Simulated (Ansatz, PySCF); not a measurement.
This Ansatz (a quantum-chemistry and plane-wave program) input computes a PBE0/def2-TZVPD energy:

Ansatz 0.2 input:
```yaml
crystal:
  periodic: [false, false, false]
  atoms:
    - {symbol: C, position_ang: [-0.02656740, -0.39643901, 0.74037214]}
    - {symbol: N, position_ang: [-0.04025319, 0.87186173, 0.00009760]}
    - {symbol: C, position_ang: [-0.04739019, -0.39723479, -0.73890413]}
    - {symbol: H, position_ang: [0.88684478, 1.28341918, -0.01317394]}
    - {symbol: H, position_ang: [-0.93332050, -0.60983971, 1.29271705]}
    - {symbol: H, position_ang: [-0.96932769, -0.61121579, -1.26527787]}
    - {symbol: H, position_ang: [0.88822522, -0.70100522, 1.23593203]}
    - {symbol: H, position_ang: [0.85309603, -0.70234775, -1.25968851]}
basis:
  gaussian:
    orbitals: def2-TZVPD
hamiltonian:
  xc: {name: PBE0}
output: {forces: true}
```

Q: Write an input for the same energy in PySCF and say what it gives.

A: 
```python
from pyscf import gto, scf, dft

mol = gto.M(
    atom='''
    C    -0.02656740   -0.39643901    0.74037214
    N    -0.04025319    0.87186173    0.00009760
    C    -0.04739019   -0.39723479   -0.73890413
    H     0.88684478    1.28341918   -0.01317394
    H    -0.93332050   -0.60983971    1.29271705
    H    -0.96932769   -0.61121579   -1.26527787
    H     0.88822522   -0.70100522    1.23593203
    H     0.85309603   -0.70234775   -1.25968851
    ''',
    basis='def2-tzvpd',
    charge=0,
    spin=0,
    verbose=4,
)

mf = dft.RKS(mol, xc='pbe0').density_fit(auxbasis='def2-universal-jkfit')
mf.grids.level = 3
mf.conv_tol = 1e-9
mf.max_cycle = 100
mf.max_memory = 1500
mf.kernel()
if not mf.converged:
    mf = mf.newton()
    mf.kernel(mf.make_rdm1())
mf.analyze()
```
It gives -133.81461 Eh, and Ansatz -133.81456 Eh, a difference of 0.05 mEh, from the treatment of integrals and grids.
